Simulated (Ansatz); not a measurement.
Debugging an active-space calculation of BH₃O, SMILES BO (the Ansatz DFT code, driven from Python).

`run_cas.py`:
```python
"""Static correlation in BH3O: natural occupations of an active space."""

import warnings

import ansatz as az


def main() -> None:
    warnings.simplefilter("ignore", az.DeckWarning)

    geometry_ang = [
        ("B", (-0.2598, -0.3727, -0.0009)),
        ("O", (0.1288, 1.0609, 0.0113)),
        ("H", (-0.543, -0.9005, 0.9858)),
        ("H", (-0.3996, -0.8663, -1.0491)),
        ("H", (1.1235, 1.0049, 0.0115)),
    ]
    bh3o = az.Crystal.molecule()
    for symbol, xyz in geometry_ang:
        bh3o = bh3o.atom(symbol, xyz)

    calculation = (
        bh3o.calculation()
        .correlation(active_electrons=6, active_orbitals=7)
    )
    for method in [None]:
        report = (calculation if method is None else calculation.correlation(method)).run().report
        space = report["configurations"]
        state = space["states"][0]
        print(method or "casscf", f"total {report['free_energy_ev'] / 27.211386246:.6f} Ha, active-space state {state['energy']['hartree']:.6f} Ha, mean field {report['reference_energy_ev'] / 27.211386246:.6f} Ha")
        print("  determinants", state["n_determinants"], " natural occupations", [round(n, 3) for n in space["natural_occupations"]])


if __name__ == "__main__":
    main()
```

```console
$ python run_cas.py
Traceback (most recent call last):
  File "run_cas.py", line 35, in <module>
    main()
    ~~~~^^
  File "run_cas.py", line 27, in main
    report = (calculation if method is None else calculation.correlation(method)).run().report
             ~~~~~~~~~~~~~~~~~~~~~~~~~~~~~~~~~~~~~~~~~~~~~~~~~~~~~~~~~~~~~~~~~~~~~~~~^^
  ...
ansatz.RefusalError: invalid value for `correlation`: it needs basis.gaussian or hamiltonian.integrals
```
(Library frames cut from the traceback.)

Why does it end like this?

The fault: no basis is stated. The correction:

```diff
--- before
+++ after
@@ -23,2 +23,3 @@
         bh3o.calculation()
+        .basis(gaussian="def2-SVP")
         .correlation(active_electrons=6, active_orbitals=7)
```

After the fix:

`python run_cas.py` gives:
```text
casscf total -101.309792 Ha, active-space state -101.309792 Ha, mean field -101.212055 Ha
  determinants 1225  natural occupations [1.98, 1.976, 1.97, 0.026, 0.024, 0.019, 0.005]
```

What to keep in mind:
- Total energies depend on the basis set; only differences at equal settings carry meaning.
- The geometry is a force-field or estimated start, not a minimum of this method, and the basis set is short of its limit. The active space starts as a window about the frontier orbitals and is then optimised, not chosen by chemistry.
- Finished in 7.8 s on 1 thread of Arm Neoverse V1 (shared host), peak memory 0.16 GiB.
